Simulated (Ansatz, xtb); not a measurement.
Two isomers of CH3O

Structure X: `[CH2]O`, a doublet. Structure Y: `C[O]`, a doublet. Both are isolated molecules in the gas phase, relaxed with PBE0-D3(BJ)/pcseg-1; the shapes shown needn't be the lowest conformers.

X (Å):

```yaml
atoms:
  - { symbol: C, position_ang: [-1.5665, -2.2287, 2.2398] }
  - { symbol: O, position_ang: [-2.1104, -3.3801, 1.7643] }
  - { symbol: H, position_ang: [-1.1847, -1.5807, 1.4557] }
  - { symbol: H, position_ang: [-1.1029, -2.2340, 3.2270] }
  - { symbol: H, position_ang: [-2.3702, -3.9386, 2.5071] }
```

Y (Å):

```xyz
5

C    -1.6484   -2.7155    2.2873
O    -2.7422   -2.7517    1.4851
H    -1.0783   -1.8198    1.9609
H    -1.8880   -2.5576    3.3534
H    -0.9728   -3.5781    2.1514
```

Energies in hartree; the thermal terms are from PBE0-D3(BJ)/pcseg-1 harmonic frequencies (ideal gas, rigid rotor, one conformer each, 298.15 K, 1 atm) and include the zero-point energy:

|  | X | Y |
| --- | --- | --- |
| E, CCSD(T)/def2-TZVPP | −114.892428 | −114.878588 |
| zero-point energy | 0.037689 | 0.036730 |
| H(298 K) − E | 0.041939 | 0.040694 |
| G(298 K) − E | 0.014724 | 0.013802 |

Question: Work out ΔE, ΔE₀, ΔH and ΔG for X → Y in kcal/mol (1 Eh = 627.51 kcal/mol) and the equilibrium ratio [Y]/[X].

Answer: 1. ΔE = −114.878588 − (−114.892428) = +0.013840 Eh = +8.68 kcal/mol.
2. ΔE₀ = ΔE + ΔZPE = +0.013840 + (−0.000959) Eh = +8.08 kcal/mol.
3. ΔH = ΔE + (−0.001245) Eh = +7.90 kcal/mol.
4. ΔG = ΔE + (−0.000922) Eh = +8.11 kcal/mol, so ΔS = (ΔH − ΔG)/T = −2.8 J/(mol K).
5. kT = 0.9442 mEh, so K = [Y]/[X] = exp(−ΔG/kT) = exp(−13.68) ≈ 1.1 × 10^−6.

Structure X is favoured at this temperature. An error of 1 kcal/mol in ΔG would change K by a factor of 5.4. HF/STO-3G, HF/def2-TZVPP gave ΔE the other sign. Mirror images and further conformers aren't counted.

As drawn, Y has 1 C–H in place of 1 O–H.

Other levels gave ΔE = +8.5 (GFN2-xTB); −18.9 (HF/STO-3G, GFN2-xTB geometries); +7.5 (r2SCAN-D4/def2-SVP, GFN2-xTB geometries); +5.3 (PBE0-D3(BJ)/pcseg-1); −1.5 (HF/def2-TZVPP); +13.9 (MP2/def2-TZVPP) kcal/mol. Open shells are spin-unrestricted. The correlated steps freeze 2 core orbitals. Programs: Ansatz 0.2.0, xtb 6.7.1.
